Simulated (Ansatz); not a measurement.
A made-up structure of CH$_{3}$OS (charge +1), singlet:

```
6
angstrom
C -0.0885 -0.2302 -0.3749
O -0.0942 1.1679 -0.4540
S -0.5303 0.3232 0.8575
H -0.9725 -0.5266 -0.5708
H 0.9305 -0.7890 -0.5470
H 0.7550 0.0548 1.0892
```

It is relaxed with PBE-D4/def2-SVP and then PBE0-D4/def2-TZVP (Ansatz 0.2.0). Atoms count as bonded within 1.22 times the sum of their covalent radii (H–H: 0.88 Å). The end point is not checked to be a true minimum.

(1) Does its bonding change? (A judgement: the text doesn't fix the answer.)

Results:

(1) Computed: No: no bond forms or breaks.

Where it ends: The first stage lowers the energy by 5.52 eV in 9 steps. It ends as CH₃OS ([CH2]1[O][SH]1), total charge +1:
```
6
angstrom
C -0.1583 -0.3000 -0.5342
O -0.0784 1.0904 -0.4010
S -0.3738 0.4330 1.0813
H -1.0785 -0.6897 -0.9646
H 0.7814 -0.8222 -0.7022
H 0.9077 0.2886 1.5207
```

Labels in which every atom is bracketed show which atoms are joined, not bond orders.

For scale, one of the runs: PBE0-D4/def2-TZVP relaxation, 117 basis functions, launched by `ansatz run in.yaml --threads 2 --pin off --events-out ev --progress --plain --max-ram 4352MiB`. The run took about 8.5 s on 2 CPU threads of an AMD EPYC 9B14 (shared host).
